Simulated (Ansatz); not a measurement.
## Ansatz (development build ahead of 0.2.0) run

```yaml
crystal:
  periodic: [false, false, false]
  atoms:
    - { symbol: C, position_ang: [0.0, 0.0, -0.51626] }
    - { symbol: C, position_ang: [0.0, 0.0, 0.88767] }
    - { symbol: H, position_ang: [0.0, -1.02399, -1.11423] }
    - { symbol: H, position_ang: [0.0, 1.02399, -1.11423] }
basis:
  gaussian: { orbitals: def2-TZVP }
hamiltonian:
  xc: hf
correlation:
  method: mp2
  frozen_orbitals: { C: 1, H: 0 }
```

The input is written out in the form of the current development build from the run's settings.

Output:

```json
{
  "Converged": "yes",
  "Reference energy": "-76.76716 hartree",
  "Correlation energy": "-0.28331 hartree",
  "Total energy": "-77.05047 hartree",
  "Spin squared of the determinant": "0.000"
}
```
